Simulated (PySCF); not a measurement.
Homolysis of single bonds, series HO-X. All species are isolated molecules in the gas phase. One relaxed conformer stands for each flexible species; it need not be the lowest. Strings in code marks are SMILES.

Quantity: electronic energy of isomers of CH3O, doublet states, relative to `[CH2]O`, in kcal/mol. HF references are unrestricted for open shells and restricted for singlets.

Level 1: PBE-D3(BJ)/def2-TZVP // B3LYP-D3(BJ)/def2-TZVP (PySCF)
Level 2: PBE/6-31G* // B3LYP-D3(BJ)/def2-TZVP (PySCF)
Level 3: frozen-core MP2/6-31G* // B3LYP-D3(BJ)/def2-TZVP (PySCF)
Level 4: HF/6-31G* // B3LYP-D3(BJ)/def2-TZVP (PySCF)

| species | level 1 | level 2 | level 3 | level 4 |
|---|---|---|---|---|
| `C[O]` | 7.65 | 2.49 | 6.32 | -7.61 |
